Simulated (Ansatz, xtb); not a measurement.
# Ranking isomers of C3H4O3

4 gas-phase structures of C3H4O3, from a drawn sample of its isomers (lower ones may exist). Each was relaxed with GFN2-xTB:

A. `O=CCOC=O`, a singlet
B. `O=C1OCCO1`, a singlet
C. `O=C(O)[C@@H]1CO1`, a singlet
D. `O=CO[C@@H]1CO1`, a singlet

Problem. Estimate their order in r2SCAN-D4/def2-SVP energy at these geometries, lowest first.

Solution. Calculated order at r2SCAN-D4/def2-SVP: B (0.0), A (18.1), C (24.9), D (35.5) kcal/mol.

Energies above the lowest of each column, in kcal/mol; the last columns are at PBE-D3(BJ)/def2-SVP geometries and were run for some of them only (a dash: not run or not comparable):

```json
{"structure": "B", "GFN2-xTB": "0.0", "HF/STO-3G": "0.0", "r2SCAN-D4/def2-SVP": "0.0", "PBE-D3(BJ)/def2-SVP": "0.0", "CCSD(T)/def2-SVP + ΔMP2/def2-TZVPP": "0.0"}
{"structure": "A", "GFN2-xTB": "39.2", "HF/STO-3G": "49.8", "r2SCAN-D4/def2-SVP": "18.1", "PBE-D3(BJ)/def2-SVP": "16.7", "CCSD(T)/def2-SVP + ΔMP2/def2-TZVPP": "15.8"}
{"structure": "C", "GFN2-xTB": "34.3", "HF/STO-3G": "51.9", "r2SCAN-D4/def2-SVP": "24.9", "PBE-D3(BJ)/def2-SVP": "23.5", "CCSD(T)/def2-SVP + ΔMP2/def2-TZVPP": "23.3"}
{"structure": "D", "GFN2-xTB": "38.7", "HF/STO-3G": "53.6", "r2SCAN-D4/def2-SVP": "35.5", "PBE-D3(BJ)/def2-SVP": "–", "CCSD(T)/def2-SVP + ΔMP2/def2-TZVPP": "–"}
```

Every level run on B puts it lowest or level with the lowest. Flexible structures stand in one conformer each, not always the lowest. Frequencies (PBE-D3(BJ)/def2-SVP) were run for A, B, C alone. The ΔMP2 step shifts differences by up to 3.3 kcal/mol, which makes them less sure. ΔMP2 is the change of the MP2 energy from the smaller to the larger basis.

Over these structures GFN2-xTB departs from r2SCAN-D4/def2-SVP by 6.8 kcal/mol on average once a common shift is removed. A GFN2-xTB relaxation took about 0.12 s and the r2SCAN-D4/def2-SVP energy about 1.6 s on a shared host (Ansatz 0.2.0, xtb 6.7.1).
